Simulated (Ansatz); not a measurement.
## singlet MgS: levels of theory in one basis

```xyz
2

Mg    0.0000    0.0000    0.0000
S     0.0000    0.0000    2.3573
```

Basis set: def2-SVP (spherical functions). Correlated methods keep 6 orbitals frozen. Charge 0, multiplicity 1.

Computed with Ansatz (development build ahead of 0.2.0); each method stands on the lowest determinant of its kind that the runs found.

| method | E − E(RHF) (eV) | <S²> of the determinant |
| --- | --- | --- |
| RHF | 0.00 | 0.00 |
| UHF | -1.32 | 1.01 |
| RHF-MP2 | -4.53 | – |
| UHF-MP2 | -4.52 | 1.01 |
| RHF-CCSD(T) | -5.24 | – |
| RHF-CCSDT(Q) | -5.31 | – |

Problem. What does UHF-CCSD(T) give on the same scale?

Solution. -5.14 eV.

Problem. Is a single determinant a sound starting point here?

Solution. It is doubtful. Unrestricted orbitals lower Hartree–Fock by 1.32 eV and <S²> is 1.01 where a pure state has 0.00, a sign of strong static correlation.

Caution for RHF, RHF-MP2, RHF-CCSD(T), RHF-CCSDT(Q): an unrestricted determinant lies well below. Caution for UHF, UHF-MP2, UHF-CCSD(T): the unrestricted determinant is a mixture of spin states. Caution for UHF-MP2, UHF-CCSD(T): a plain start can end on a higher determinant. Caution for UHF-CCSD(T): another reference gives a lower total.
